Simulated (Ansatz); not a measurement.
# AlBeH2: the cost of one run

Program: Ansatz 0.2.0, Gaussian basis. Level of theory: def2-QZVPP, all electrons in the functionals, frozen cores in the correlation of double hybrids and RPA. These are calculated values, not measurements.

Plan: PBE, BLYP, r2SCAN, B97M-V, PBE0, B3LYP, wB97M-V, B2PLYP, at charge 0, doublet; charge 0, quartet; charge 1, singlet; charge 1, triplet.

2 further runs of the same task are left out: 2 set aside as unsound or not needed.

## Step 1: The geometry

The geometry is a PBE0/def2-TZVP stationary point (not a proven minimum).

4 atoms, charge 0, spin multiplicity 2.

Atoms are counted from 1 here; the program's logs count them from 0.

Bond lengths: Al1–H3 1.603 Å, Be2–H4 1.345 Å.

No dispersion term is added; B97M-V, wB97M-V hold VV10 nonlocal correlation. B3LYP takes the VWN-RPA correlation.

The geometry shown and the zero of energy belong to the point charge 0, doublet. The yardstick, UCCSD(T), and other wave-function levels (R restricted, U unrestricted, valence and pair active spaces) come from earlier runs.

## Step 2: PBE, charge 0, doublet

The input, in.yaml:

```yaml
crystal:
  periodic: [false, false, false]
  atoms:
    - {symbol: Al, position_ang: [0.000000, -0.087238, 0.612491]}
    - {symbol: Be, position_ang: [0.000000, 0.145516, -1.694725]}
    - {symbol: H, position_ang: [0.000000, 0.998189, 1.792085]}
    - {symbol: H, position_ang: [0.000000, 0.036007, -3.035011]}
basis:
  gaussian: {orbitals: "def2-QZVPP.json"}
magnetization: {spin_polarized: true, initial_magnetization: 1}
hamiltonian: {xc: {name: PBE}}
output: {orbitals: {seedname: orbitals}}
```

Launch:

```bash
$ ansatz run in.yaml --threads 1 --pin off --events-out ev --progress --plain --max-ram 2393MiB
```

What time and memory should one allow on 1 thread of Arm Neoverse V1, shared host?

About 7.5 s, with a peak of 0.25 GiB.
